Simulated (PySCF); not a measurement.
# C4H5F: the cost of one run

The runs use PySCF 2.14.0, with density-fitted response routines of our own; the level of theory stands in each step. All values are computed, except where a source is named. Atoms count from 0, in the outputs and in this text.

**1. The molecule as given**

10 atoms, charge 0, multiplicity 1; geometry from: PBE0-D3(BJ)/def2-SVP.

Bonds of the start (Å): C0–C1 1.45, C1–C2 1.21, C2–C3 1.46, C3–F4 1.37, C0–H5 1.10, C0–H6 1.10, C0–H7 1.10, C3–H8 1.10, C3–H9 1.10.

**2. Shielding tensors: PBE0/pcSseg-2**

The job: settings as JSON, then the geometry in Å.

```
{"job": {"kind": "nmr", "xc": "PBE0", "basis": "pcSseg-2", "pop": false}, "charge": 0, "multiplicity": 1}
C     -2.034521     0.294179    -0.019701
C     -0.600459     0.075041    -0.086325
C      0.596607    -0.103930    -0.144117
C      2.034665    -0.326377    -0.207987
F      2.704412     0.754408    -0.725112
H     -2.586017    -0.535135    -0.489577
H     -2.309041     1.220680    -0.547616
H     -2.378796     0.386218     1.022094
H      2.429434    -0.530513     0.802949
H      2.253859    -1.206802    -0.838278
```

Method: GIAO PBE0/pcSseg-2 NMR shielding, non-relativistic, gas phase.

The run is started by

```
> OMP_NUM_THREADS=1 python probes_run.py task.json out
```

The driver reads the jobs from task.json and runs them one after another.

**Question.** How long does this first job take on 1 thread of Arm Neoverse N1, shared host, and how much memory does it need?

About 38 s, with a peak of 1 GiB.
